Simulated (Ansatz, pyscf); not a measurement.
HO–SH (SMILES OS) + H• (SMILES [H]) → SH• (SMILES [SH]) + H₂O (SMILES O), a substitution at O on the doublet surface: O–S broken, H–O formed. Single points on ωB97X-D3(BJ)/def2-SVP structures (PySCF, gas phase). Wave-function energies: Ansatz (an electronic-structure program), frozen core, RHF or UHF references. In kcal/mol, from the separated reactants.

```
level                   barrier  reaction energy
----------------------  -------  ---------------
ωB97X-D3(BJ)/def2-TZVP    12.21           -47.67
PBE0-D3(BJ)/def2-TZVP      7.16           -47.25
CCSD(T)/cc-pV(D+d)Z       10.25           -54.31
CCSDT(Q)/cc-pV(D+d)Z       9.85           -54.15
CCSD(T)/cc-pV(T+d)Z       10.93           -52.48
CCSD(T)/cc-pV(Q+d)Z       10.78           -51.96
```

In cc-pV(D+d)Z, going from CCSD(T) to CCSDT(Q) shifts the barrier by -0.40 and the reaction energy by +0.16 kcal/mol. With HF in the quadruple-zeta basis and the correlation energy extrapolated as X⁻³ from X = 3, 4, CCSD(T) gives 10.66 and -51.42; adding the double-zeta shift gives ΔE‡ = 10.26 and ΔE = -51.26 kcal/mol, without core correlation, relativity or geometry relaxation at these levels. This is the saddle that the search found; another between the same sides may lie lower. The angle at the attacked O is 154°. The CCSD(T) − MP2 part came from Ansatz, without density fitting, on the same reference. Left out: the spin-orbit lowering of SH.
